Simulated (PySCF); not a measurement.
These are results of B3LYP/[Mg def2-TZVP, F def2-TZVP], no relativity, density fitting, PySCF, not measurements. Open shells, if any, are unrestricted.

**Question.** What shape and geometry does isolated singlet MgF₂ take (every ligand bound to Mg)?

**Answer.** Counting electrons, magnesium keeps none of its valence electrons outside its bonds, so the VSEPR class is AX2 and the expected shape is linear (D∞h), as computed. The lowest minimum found is a singlet of D∞h symmetry with Mg–F 1.751 Å (×2); F–Mg–F 180.0°. Its harmonic wavenumbers are 153 (πu), 559 (σg+), 875 (σu+) cm⁻¹ and its dipole moment is 0.00 D.
